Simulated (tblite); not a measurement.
C4H5F.
Cartesian coordinates in Å at the GFN2-xTB level; atoms count from 1:
```
atom  x, y, z in Å
C1     2.2500   -0.3897    0.2622
C2     1.1295   -0.3260   -0.1515
C3    -0.2305   -0.2383   -0.6403
C4    -1.1299    0.4468    0.3865
F5    -2.4157    0.5178   -0.0916
H6     3.2373   -0.4528    0.6100
H7    -0.2465    0.3315   -1.5736
H8    -0.6121   -1.2426   -0.8445
H9    -1.1686   -0.1160    1.3247
H10   -0.8047    1.4739    0.5819
```

Computed with GFN2-xTB (tblite): harmonic, unscaled wavenumbers at the GFN2-xTB geometry, gas phase. Errors from tens to a few hundred cm⁻¹ against measured bands are possible. One conformer, not necessarily the lowest.

Harmonic wavenumbers (cm⁻¹): 82.2, 148.5, 299.5, 353.9, 452.6, 644.5, 666.3, 796.8, 1001.2, 1033.3, 1040.5, 1067.2, 1167.6, 1242.5, 1264.2, 1338.1, 1446.0, 1453.1, 2300.5, 2943.6, 2953.5, 2963.4, 2974.8, 3401.8.

A = 27009, B = 2268, C = 2150 MHz; mass 72.038 u (most abundant isotopes); point group Cs, symmetry number 1.

Problem. Zero-point energy?

Solution. ½Σν̃ = 16518 cm⁻¹ = 197.60 kJ/mol.

Problem. Give the ideal-gas entropy at 400 K and 1 bar in the rigid-rotor, harmonic-oscillator model (classical rotation).

Solution. Translation 168.31, rotation 109.54, vibration 66.39: S = 344.2 J/(mol K).

Problem. And Cp and H(400 K) − H(0)?

Solution. Cp = 108.29 J/(mol K), of which vibrations give 75.03 (their classical limit is 24 R = 199.5); H(400 K) − H(0) = 27.82 kJ/mol without the zero-point energy, 14.51 from vibrations.

Problem. How do the functions run with temperature in this model?

Solution. 
```tsv
T (K)	S (J/(mol K))	Cp (J/(mol K))	H − H(0) (kJ/mol)	G − H(0) (kJ/mol)	ln q(vib)
50	212.2	40.9	1.79	-8.82	0.11
100	243.6	50.6	4.08	-20.27	0.51
298.15	315.4	88.5	17.78	-76.26	2.52
373.15	336.9	103.3	24.98	-100.73	3.33
500	370.3	125.0	39.51	-145.62	4.72
750	427.2	155.6	74.88	-245.52	7.44
1000	474.9	176.0	116.49	-358.46	10.03
```

q(vib) and H(0) count from the zero-point level.

Problem. Which modes carry the vibrational entropy at 400 K?

Solution. 82.2 cm⁻¹: 18.48; 148.5 cm⁻¹: 13.63; 299.5 cm⁻¹: 8.09; 353.9 cm⁻¹: 6.85; 452.6 cm⁻¹: 5.12; 644.5 cm⁻¹: 2.97 J/(mol K); the other 18 give 11.26 together.

Problem. What must be added to the electronic energy to get the Gibbs energy at 400 K and 1 bar?

Solution. ZPE + [H(400 K) − H(0)] − T·S = 197.60 + 27.82 − 137.69 = 87.73 kJ/mol.

Problem. Blend soft modes into free rotors: weight 1/[1 + (100 cm⁻¹/ν̃)⁴] for the oscillator and the rest for a rotor with moment μB/(μ + B), μ = h/(8π²ν), B = 10⁻⁴⁴ kg m². What vibrational entropy results?

Solution. 62.97 J/(mol K) in place of 66.39, which changes −T·S at 400 K by +1.37 kJ/mol.

Hindered rotation and anharmonicity are outside this model. Other conformers, if any are populated, would add a mixing term that is left out.
